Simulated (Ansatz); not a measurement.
Molecule: C5H7 (charge 0, doublet). SMILES: C1[CH]C12CC2
Coordinates optimised at B3LYP-D3(BJ)/def2-TZVP (Ansatz, a program for electronic structure):
```xyz
12

C     -0.0104     0.0495     0.0458
C      0.0456     0.7415     1.2927
C     -0.0167    -0.7412     1.3247
C      0.7119     0.0323    -1.2558
C     -0.8028     0.0636    -1.2167
H      0.7274     1.4572     1.7258
H     -0.9501    -1.2144     1.6178
H      0.8707    -1.3020     1.6078
H      1.1880    -0.8930    -1.5566
H      1.2321     0.9313    -1.5612
H     -1.3336    -0.8396    -1.4890
H     -1.2999     0.9860    -1.4891
```
Charge 0, spin multiplicity 2.

Quantity: atomisation energy, in kcal/mol. Set-up: non-relativistic; 6-311+G** with 5d; UHF or UKS for open shells; six Cartesian d functions in 6-31G* and its kin unless marked 5d; LANL2DZ all-electron up to Ne; atomisation electronic, to ground-state atoms; spin-orbit terms left out. First-principles rows: single points at B3LYP-D3(BJ) geometries (Ansatz).

```csv
level,program,atomisation energy (kcal/mol)
HF/STO-3G,Ansatz,1063.1
HF/3-21G,Ansatz,814.2
HF/LANL2DZ,Ansatz,810.5
HF/6-31G*,Ansatz,867.9
HF/6-311+G**,Ansatz,861.8
```

No value to compare with is used here. The 5 habitual levels span 810.5 (HF/LANL2DZ) to 1063.1 kcal/mol (HF/STO-3G).

The sets are all those run for this method; runs whose electronic state is in doubt are left out.
